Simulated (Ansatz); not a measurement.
## Ansatz (development build ahead of 0.2.0) run

```yaml
crystal:
  periodic: [false, false, false]
  atoms:
    - { symbol: C, position_ang: [-0.02578, -0.00877, -1.10991] }
    - { symbol: S, position_ang: [0.0283, -0.01875, 0.65787] }
    - { symbol: H, position_ang: [-0.01182, -1.12448, -1.48322] }
    - { symbol: H, position_ang: [-0.92929, 0.47681, -1.5148] }
    - { symbol: H, position_ang: [0.8967, 0.43206, -1.59316] }
    - { symbol: H, position_ang: [-0.04753, 1.26364, 0.8444] }
basis:
  gaussian: { orbitals: "6-31G" }
hamiltonian:
  xc: hf
correlation:
  method: mp2
  frozen_orbitals: { C: 1, H: 0, S: 5 }
```

The input is written out in the form of the current development build from the run's settings.

Output:

```json
{
  "Converged": "yes",
  "Reference energy": "-437.63332 hartree",
  "Correlation energy": "-0.14971 hartree",
  "Total energy": "-437.78303 hartree",
  "Spin squared of the determinant": "0.000"
}
```
